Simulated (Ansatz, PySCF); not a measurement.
This Ansatz (an electronic-structure program) input computes a r2SCAN/def2-TZVPD energy:

Ansatz 0.2 input:
```yaml
crystal:
  periodic: [false, false, false]
  atoms:
    - {symbol: S, position_ang: [0.00640256, 0.00047292, 0.29069695]}
    - {symbol: O, position_ang: [-0.02787847, 1.30229518, -0.29234333]}
    - {symbol: O, position_ang: [0.01507336, -1.30324101, -0.28905056]}
basis:
  gaussian:
    orbitals: def2-TZVPD
hamiltonian:
  xc: {name: r2SCAN}
total_charge: 1
magnetization: {spin_polarized: true, initial_magnetization: 1}
output: {forces: true}
```

Task: Write an input for the same energy in PySCF and say what it gives.

Result: 
```python
from pyscf import gto, scf, dft

mol = gto.M(
    atom='''
    S     0.00640256    0.00047292    0.29069695
    O    -0.02787847    1.30229518   -0.29234333
    O     0.01507336   -1.30324101   -0.28905056
    ''',
    basis='def2-tzvpd',
    charge=1,
    spin=1,
    verbose=4,
)

mf = dft.UKS(mol, xc='r2scan').density_fit(auxbasis='def2-universal-jkfit')
mf.grids.level = 4
mf.conv_tol = 1e-9
mf.max_cycle = 100
mf.max_memory = 1500
mf.kernel()
if not mf.converged:
    mf = mf.newton()
    mf.kernel(mf.make_rdm1())
for _ in range(2):
    mo, _, stable, _ = mf.stability(return_status=True)
    if stable:
        break
    mf.kernel(mf.make_rdm1(mo, mf.mo_occ))
mf.analyze()
```
It gives -548.17592 Eh, and Ansatz -548.17587 Eh, a difference of 0.05 mEh, from the treatment of integrals and grids.
